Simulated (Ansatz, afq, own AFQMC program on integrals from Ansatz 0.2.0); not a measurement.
Integrals from Ansatz 0.2.0, then the random walk in our own AFQMC program (afq).

```yaml
crystal:
  periodic: [false, false, false]
  atoms:
    - {symbol: Si, position_ang: [0.000000, 0.032951, 0.605869]}
    - {symbol: N, position_ang: [0.000000, -0.113788, -1.088955]}
    - {symbol: H, position_ang: [0.000000, 0.663088, -1.749585]}
basis:
  gaussian: {orbitals: cc-pVDZ}
magnetization: {spin_polarized: true, initial_magnetization: 4}
correlation: {method: ccsd_t, electrons: outside_noble_gas, hamiltonian_folder: ham}
```

```sh
$ ansatz run in.yaml --threads 1 --pin off --events-out ev --progress --plain --max-ram 15360MiB --backend cuda --devices 0, --max-vram 18GiB
```

Options of the walk:

```
--method phaseless --trial cisd --walkers 20 --populations 1 --least-time 40 --time-step 0.005 --steps-per-block 25 --equilibration-blocks 48 --max-blocks 320 --target-error 0.00076 --factor-cut 0.001 --start determinant --seed 1504 --taylor-order 6
```

Times are imaginary, in 1/Eh. The walk had a cap of 60 s.

afq prints:

```
orbitals 31  electrons 7 3  factors 156 of 365
reference energy -343.78293060 Eh
CCSD correlation -0.19349839 Eh in 14 cycles, weight of the determinant in the CISD state 0.8954
energy of the start -343.976430 Eh
 block  time / (1/Eh)  mean weight  energy / Eh
     1     0.125  1.0044  -343.974867
     2     0.250  0.9972  -343.974997
     3     0.375  1.0010  -343.975224
     4     0.500  0.9971  -343.975123
     5     0.625  1.0048  -343.977917
     9     1.125  0.9977  -343.977432
    37     4.625  1.0005  -343.976562
    73     9.125  1.0019  -343.977005
   109    13.625  0.9982  -343.979838
   145    18.125  1.0016  -343.975813
   172    21.500  0.9971  -344.009476
   181    22.625  0.9976  -343.974440
   199    24.875  0.9965  -343.971737
   217    27.125  1.0019  -343.971927
   253    31.625  1.0022  -343.985959
   289    36.125  0.9977  -343.984732
   325    40.625  0.9979  -343.978670
   361    45.125  0.9979  -343.979294
blocks merged  error / Eh  count
     1  0.000329  320
     2  0.000441  160
     4  0.000574  80
     8  0.000719  40
    16  0.000849  20
    32  0.000669  10
energy -343.981913 +/- 0.000849 Eh
(rows thinned)
```

The run passed its tests (sampling time, drift between the halves within three errors, error under three times the target), which doesn't prove that it has relaxed.

Against this walk (error 23.1 meV) on the same determinant: CCSD(T) 9.4 meV higher (within the noise), CCSDT(Q) 27.6 meV lower (within the noise), a separate phaseless walk with a CISD trial and standard settings 14.6 ± 23.4 meV lower (within the noise). The error is statistical and leaves out the bias of the constraint.

Cautions: constraint bias not in the error; error above the target (23.1 against 20.7 meV); another spin lies lower (by 5.93 eV); so few walkers bias the energy; the coarse factor cut changes the integrals a little.

The walk took 59 s on 1 × NVIDIA H100 80GB HBM3 with 2 threads of AMD EPYC 7R13 Processor (Zen 3) (shared host) (the card was shared). The log's last line is the phaseless energy.

CCSDT and higher add their correlation energy to the determinant of the CCSD(T) run, since their own runs factorise the integrals more tightly (a shift of under 2 meV). A walk keeps the symmetry of its determinant, which the program's search chose and which needn't be the lowest solution, so a lower state of the same spin and another symmetry isn't excluded.
